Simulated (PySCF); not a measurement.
**Basis-set dependence of population analyses: boron trihydride**

Species: boron trihydride, BH3.
Structure used (PBE0-D3(BJ)/def2-SVP), in Å, numbered top down from 1:
```
atom  x, y, z in Å
B1     0.0051    0.0021   -0.0130
H2    -0.1529    1.1983   -0.0233
H3    -0.9519   -0.7326   -0.0154
H4     1.1202   -0.4583    0.0060
```

PBE0 throughout (PySCF), one geometry, spherical d and f functions. Isolated species at its PBE0-D3(BJ)/def2-SVP geometry, gas phase. Atoms taken as equivalent share a column and are averaged.

Mulliken charges (e):

| basis | functions | B1 | H2/H3/H4 |
| --- | --- | --- | --- |
| STO-3G | 8 | +0.109 | -0.036 |
| 6-31G | 15 | +0.060 | -0.020 |
| pcSseg-0 | 15 | -0.035 | +0.012 |
| 6-31G* | 20 | -0.031 | +0.010 |
| cc-pVDZ | 29 | -0.003 | +0.001 |
| def2-SVP | 29 | +0.029 | -0.010 |
| 6-311+G(2d,p) | 45 | -0.003 | +0.001 |
| def2-TZVP | 49 | -0.083 | +0.028 |
| aug-cc-pVDZ | 50 | -1.297 | +0.432 |
| IGLO-III | 65 | +0.139 | -0.046 |
| cc-pVTZ | 72 | -0.096 | +0.032 |
| pcSseg-3 | 171 | +0.051 | -0.017 |

IAO charges (e):

```
        basis  functions      B1  H2/H3/H4
       STO-3G          8  +0.011    -0.004
        6-31G         15  -0.056    +0.019
     pcSseg-0         15  -0.062    +0.021
       6-31G*         20  -0.029    +0.010
      cc-pVDZ         29  -0.051    +0.017
     def2-SVP         29  -0.037    +0.012
6-311+G(2d,p)         45  -0.050    +0.017
    def2-TZVP         49  -0.050    +0.016
  aug-cc-pVDZ         50  -0.051    +0.017
     IGLO-III         65  -0.051    +0.017
      cc-pVTZ         72  -0.051    +0.017
     pcSseg-3        171  -0.050    +0.017
```

Hirshfeld charges (e):

```tsv
basis	functions	B1	H2/H3/H4
STO-3G	8	+0.189	-0.063
6-31G	15	+0.154	-0.051
pcSseg-0	15	+0.166	-0.055
6-31G*	20	+0.157	-0.052
cc-pVDZ	29	+0.159	-0.053
def2-SVP	29	+0.160	-0.053
6-311+G(2d,p)	45	+0.165	-0.055
def2-TZVP	49	+0.159	-0.053
aug-cc-pVDZ	50	+0.156	-0.052
IGLO-III	65	+0.156	-0.052
cc-pVTZ	72	+0.157	-0.052
pcSseg-3	171	+0.154	-0.051
```

ESP-fitted charges (e):

```tsv
basis	functions	B1	H2/H3/H4
STO-3G	8	+0.382	-0.127
6-31G	15	+0.429	-0.143
pcSseg-0	15	+0.492	-0.164
6-31G*	20	+0.410	-0.137
cc-pVDZ	29	+0.382	-0.128
def2-SVP	29	+0.394	-0.131
6-311+G(2d,p)	45	+0.427	-0.142
def2-TZVP	49	+0.419	-0.140
aug-cc-pVDZ	50	+0.419	-0.140
IGLO-III	65	+0.421	-0.140
cc-pVTZ	72	+0.413	-0.138
pcSseg-3	171	+0.415	-0.138
```

Which scheme is steadiest as the basis changes?

Largest range over the bases for any column: Hirshfeld 0.04 e, IAO 0.07 e, ESP-fitted 0.11 e, Mulliken 1.44 e. Hirshfeld charges move least and Mulliken charges most, counted in e. Without the minimal STO-3G basis the ranges are Hirshfeld 0.01, IAO 0.03, ESP-fitted 0.11, Mulliken 1.44 e.

How much do the charges still move between the two largest bases, cc-pVTZ and pcSseg-3?

At most, over all atoms: Mulliken 0.148 e, IAO 0.001 e, Hirshfeld 0.003 e, ESP-fitted 0.002 e.

What do the same runs give for the total energy and the frontier levels?

| basis | energy (Eh) | HOMO (eV) | LUMO (eV) |
| --- | --- | --- | --- |
| STO-3G | -26.2374 | -8.73 | 1.04 |
| 6-31G | -26.5494 | -9.80 | -1.66 |
| pcSseg-0 | -26.4958 | -10.05 | -2.02 |
| 6-31G* | -26.5557 | -9.76 | -1.58 |
| cc-pVDZ | -26.5554 | -9.79 | -1.86 |
| def2-SVP | -26.5352 | -9.83 | -1.89 |
| 6-311+G(2d,p) | -26.5641 | -9.88 | -1.99 |
| def2-TZVP | -26.5656 | -9.87 | -1.97 |
| aug-cc-pVDZ | -26.5568 | -9.85 | -2.00 |
| IGLO-III | -26.5674 | -9.88 | -1.99 |
| cc-pVTZ | -26.5657 | -9.88 | -1.96 |
| pcSseg-3 | -26.5684 | -9.88 | -2.00 |
